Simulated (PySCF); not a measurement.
# C5H10O (pentanal): the cost of one run

Computed with PySCF 2.14.0, with density-fitted response routines of our own, on a single molecule in the gas phase. Atoms are numbered from 0 throughout.

## (1) The starting structure

16 atoms, charge 0, multiplicity 1; geometry from: MMFF94s.

Bonds of the start (Å): C0–C1 1.52, C1–C2 1.53, C2–C3 1.53, C3–C4 1.51, C4–O5 1.23, C0–H6 1.09, C0–H7 1.09, C0–H8 1.09, C1–H9 1.10, C1–H10 1.10, C2–H11 1.10, C2–H12 1.10, C3–H13 1.10, C3–H14 1.10, C4–H15 1.10.

## (2) Geometry optimisation at PBE0-D3(BJ)/def2-SVP

What the job is given:

```
{"job": {"xc": "PBE0", "basis": "def2-SVP", "d3": "d3bj", "grid": 1, "kind": "geom"}, "charge": 0, "multiplicity": 1}
C     -2.362871     0.267506    -0.187908
C     -1.107875    -0.286326     0.467671
C      0.155176     0.195131    -0.244682
C      1.411723    -0.362552     0.415880
C      2.678394     0.095664    -0.265994
O      2.718193     0.834334    -1.244056
H     -2.368762     1.361870    -0.161968
H     -3.254105    -0.089516     0.337592
H     -2.433541    -0.052128    -1.232503
H     -1.084183     0.024531     1.518639
H     -1.148606    -1.381716     0.453976
H      0.125029    -0.110422    -1.298062
H      0.189272     1.291786    -0.236445
H      1.467680    -0.043867     1.462331
H      1.402910    -1.457588     0.391999
H      3.611567    -0.286706     0.182578
```

The run is started by

```console
$ OMP_NUM_THREADS=1 python probes_run.py task.json out
```

One launch serves the whole session: the jobs run in the order shown.

**Question.** How long does this first job take on 1 thread of Intel Xeon Platinum 8259CL at 2.50GHz, shared host, and how much memory does it need?

About 81 s, with a peak of 0.51 GiB.
